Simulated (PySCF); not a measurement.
CH2Cl2.
Cartesian coordinates in Å at the PBE0-D3(BJ)/def2-SVP level; atoms count from 1:
```
atom  x, y, z in Å
Cl1   -1.4741    0.7887    0.0220
C2     0.0178   -0.1602   -0.0024
Cl3    1.4742    0.8265   -0.1664
H4     0.0844   -0.7173    0.9390
H5    -0.0282   -0.8478   -0.8547
```

Theory: core-valence-separated Tamm–Dancoff BHandHLYP/aug-pcX-1 (pcseg-1 on H, def2-SVPD on Cl) in PySCF, non-relativistic, gas phase, PBE0-D3(BJ)/def2-SVP geometry. Absolute energies from this functional tend to lie a few eV below measured edges; no shift was applied.

The lowest roots of each edge with f over 0.003 (five at most, numbered afresh; weaker and dark ones are left out), with transition dipoles (au) in the frame of the coordinates:

```csv
root,edge,E (eV),μx,μy,μz
1,C,286.23,0.0014,-0.0845,0.0061
2,C,286.44,-0.1094,-0.0014,0.0070
3,C,288.70,-0.0008,0.0445,-0.0032
4,C,289.10,-0.0045,-0.0051,-0.0704
5,C,290.81,-0.0270,-0.0003,0.0017
```

Problem. What are the oscillator strengths?

Solution. f = (2/3) ΔE |μ|², with ΔE in hartree (27.2114 eV):

| root | ΔE (Eh) | \|μ\|² (au) | f | core hole on |
| --- | --- | --- | --- | --- |
| 1 | 10.5189 | 0.007177 | 0.050 | C2 |
| 2 | 10.5265 | 0.012024 | 0.084 | C2 |
| 3 | 10.6096 | 0.001995 | 0.014 | C2 |
| 4 | 10.6242 | 0.004997 | 0.035 | C2 |
| 5 | 10.6870 | 0.000730 | 0.005 | C2 |

Problem. Molecules are fixed in this frame and the field points along (1, 0, −1)/√2. What effective strengths 3 f cos²θ do the roots have (θ between field and μ)?

Solution. root 1 (C2): 0.000, root 2 (C2): 0.142, root 3 (C2): 0.000, root 4 (C2): 0.046, root 5 (C2): 0.009. Root 2 is the strongest. Averaged over all orientations cos²θ is 1/3, which gives f back.

The run took 5.0 s on an Intel Xeon at 2.50 GHz with one thread, on a shared host, and the process peaked at 0.40 GiB of memory.
